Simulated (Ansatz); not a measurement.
An Ansatz input:

```yaml
crystal:
  lattice:
    - [12.0, 0.0, 0.0]
    - [0.0, 12.3, 0.0]
    - [0.0, 0.0, 12.6]
  atoms:
    - { symbol: "N", position: [0.5, 0.5, 0.4563492063] }
    - { symbol: "N", position: [0.5, 0.5, 0.5436507937] }
hamiltonian:
  xc: blyp
  pseudopotentials:
    kind: paw
    azcp:
      "N": "pseudopotentials/N.paw.azcp"
basis:
  ecutwfc: 420
  fft_grid_basis: typed
kpoints:
  mp_grid: { grid: [1, 1, 1], shift: [0, 0, 0] }
magnetization:
  spin_polarized: false
scf:
  occupations: { method: fermi_dirac, width: 0.01 }
relax:
  max_steps: 60
  f_tol: 0.01
```

Output

```
Engine: ansatz 0.2.0, x86_64-unknown-linux-gnu
Pseudopotentials: kind: paw
Pseudopotential: N, paw, valence charge 5, recommended cutoff 420 eV (normal) 
Functional definition: BLYP
  parameter beta = 0.0042
  parameter a = 0.04918
  parameter b = 0.132
  parameter c = 0.2533
  parameter d = 0.349
  exchange = b88_x(beta = beta)
  correlation = lyp_c(a = a, b = b, c = c, d = d)
Crystal: 2 atoms, lattice volume = 1859.760 Å³
Basis set: ecut = 420 eV, 36331 PW (Γ), exchange–correlation on 162×180×180 points (8 copies of the dense FFT grid, shifted against one another)
Bands: 9, of which v1, the nominal top of the filled ones, is band 5 counted from 1 (4 counted from 0)
Symmetry: 8 space group operations
Space group: Pmmm (ITA 47), of the structure as read, at distance tolerance 1.2e-4 Å
k-points: 1
Non-local potential: N, projectors of the file, l = 0: 2, l = 1: 2, l = 2: 1
PAW form: soft (Blöchl's): semilocal exchange-correlation on the pseudo side does not see the compensation charge
PAW frozen core: N, regenerated for the run's functional, and the local potential with it (the file was generated under x = pbe(κ = 0.804, μ = 0.2195149727645171), c = pbe(β = 0.06672455060314922))
PAW one-centre angular grid: N, 110 points (default); XC on 64 Gauss nodes
Initial density: superposition of atomic densities (neutral atoms: chi_scale 0, normalization atom), corrected by the library's trained network
Initial wavefunctions: pseudopotential atomic-orbital guess
Functional: x = b88, c = lyp
SCF iter   1: F=—  HF=-771.063789 eV  |F-HF|=—  |Δ(HF+E_count)|=         —  Δρ=1.13e-3  dr2=1.53e-2  ethr=1.77e-3  ⟨swp⟩=7.0  Hψ=71  notcnv=0
SCF iter   2: F=—  HF=-771.066073 eV  |F-HF|=—  |Δ(HF+E_count)|=   2.28e-3  Δρ=5.75e-4  dr2=2.74e-3  ethr=1.53e-4  ⟨swp⟩=5.0  Hψ=28  notcnv=0
SCF iter   3: F=—  HF=-771.080658 eV  |F-HF|=—  |Δ(HF+E_count)|=   1.46e-2  Δρ=8.60e-5  dr2=2.02e-4  ethr=2.74e-5  ⟨swp⟩=10.0  Hψ=34  notcnv=0
SCF iter   4: F=—  HF=-771.081487 eV  |F-HF|=—  |Δ(HF+E_count)|=   8.29e-4  Δρ=1.51e-5  dr2=2.15e-6  ethr=2.02e-6  ⟨swp⟩=6.0  Hψ=31  notcnv=0
iter 5 did not close the SCF: its close was put off for the readings that it lacked (scf_convergence_deferred on its scf_iter line)
SCF iter   5: F=-771.081491 eV  HF=-771.081491 eV  |F-HF|=1.34e-7  |Δ(HF+E_count)|=   4.14e-6  Δρ=3.79e-6  dr2=1.53e-7  ethr=2.15e-8  ⟨swp⟩=3.0  Hψ=18  notcnv=0
SCF iter   6: F=-771.081491 eV  HF=-771.081491 eV  |F-HF|=9.34e-10  |Δ(HF+E_count)|=   1.58e-7  Δρ=3.75e-7  dr2=1.80e-9  ethr=1.53e-9  ⟨swp⟩=2.0  Hψ=33  notcnv=0
SCF 1 converged in 6 iterations: F = -771.081491 eV  dr2 = 1.80e-9
relax step   1: F+E_penalty+E_count = -771.08149117 eV  Δ(F+E_penalty+E_count) = +0.000e0 eV  max|allowed force component| = 7.477e-2 eV/Å  Δτ_max = 0.0000 Å  (6 SCF iters, dr2 threshold 2.50e-6 eV, accepted)
Initial density: handed on by an earlier stage of this run
Initial wavefunctions: those handed on with the density
iter 1 solved again at ethr=6.64e-8 eV; its pass at ethr=3.10e-3 eV (dr2=6.64e-6 eV) is discarded
SCF iter   1: F=—  HF=-771.081462 eV  |F-HF|=—  |Δ(HF+E_count)|=         —  Δρ=2.79e-5  dr2=9.15e-6  ethr=6.64e-8  ⟨swp⟩=3.0  Hψ=46  notcnv=0
SCF iter   2: F=-771.081511 eV  HF=-771.081511 eV  |F-HF|=2.35e-7  |Δ(HF+E_count)|=   4.87e-5  Δρ=8.05e-6  dr2=3.01e-7  ethr=3.49e-9  ⟨swp⟩=3.0  Hψ=36  notcnv=0
SCF 2 converged in 2 iterations: F = -771.081511 eV  dr2 = 3.01e-7
relax step   2: F+E_penalty+E_count = -771.08151116 eV  Δ(F+E_penalty+E_count) = -1.999e-5 eV  max|allowed force component| = 5.705e-3 eV/Å  Δτ_max = 0.0003 Å  (2 SCF iters, dr2 threshold 3.49e-7 eV, accepted)
iter 1 solved again at ethr=2.99e-9 eV; its pass at ethr=3.10e-3 eV (dr2=2.99e-7 eV) is discarded
SCF iter   1: F=—  HF=-771.081459 eV  |F-HF|=—  |Δ(HF+E_count)|=         —  Δρ=8.06e-6  dr2=2.99e-7  ethr=2.99e-9  ⟨swp⟩=1.0  Hψ=42  notcnv=0
SCF iter   2: F=-771.081511 eV  HF=-771.081511 eV  |F-HF|=7.46e-8  |Δ(HF+E_count)|=   5.18e-5  Δρ=3.75e-6  dr2=6.11e-8  ethr=1.00e-9  ⟨swp⟩=3.0  Hψ=32  notcnv=0
SCF 3 converged in 2 iterations: F = -771.081511 eV  dr2 = 6.11e-8
relax step   3: F+E_penalty+E_count = -771.08151117 eV  Δ(F+E_penalty+E_count) = -1.681e-8 eV  max|allowed force component| = 5.493e-3 eV/Å  Δτ_max = 0.0000 Å  (2 SCF iters, accepted)
SCF converged after 2 iterations
Free energy (F): -771.081511 eV
Harris-Foulkes:  -771.081511 eV  (|F-HF|=7.46e-8)
Internal energy: -771.081511 eV  (E = F + TS)
E sigma→0 (E₀):  -771.081511 eV
Fermi energy:    -5.999004 eV
--- Per-component energies (eV) ---
  E_band       = -148.120030
  E_kinetic    = 250.364328
  E_local      = -1501.948199  (includes V_loc(G=0)·N_el)
  E_nonlocal   = 97.500132
  E_hartree    = 594.358246
  E_xc         = -113.581443
  E_vxc        = -143.385982  (∫ρ·V_xc dr)
  E_paw        = -259.302987  (= ΣΔE_a)
  E_vpaw       = -39.365727  (= ΣTr[D̂ρ^β])
  E_aug_tail   = 0.000173  (compensation charges beyond the density's cutoff)
  E_ewald      = 161.523551
  E_core_change = 0.004688  (= ΣΔE_core)
  E_smearing   = -0.000000  (= −TS)
  E_closure    = 0.000000  (closes the sum)
  Σ components = -771.081511   (vs F -771.081511, Δ=0.00e0)
--- Forces (eV/Å), atoms counted from 1 ---
  atom   1  N      0.00000000     0.00000000     0.00549333
  atom   2  N      0.00000000    -0.00000000    -0.00549333
  max |Σ_I F_I| component: 8.67e-19 eV/Å
--- Relaxed structure (3 steps of the walk, 3 accepted, 0 SCFs on fresh bases) ---
  F+E_penalty+E_count = -771.08151117 eV   max|allowed force component| = 5.493e-3 eV/Å
  atoms:
    - { symbol: N, position: [0.5, 0.49999999999999994, 0.4563265462452722] }
    - { symbol: N, position: [0.5, 0.49999999999999994, 0.5436734537547279] }
```
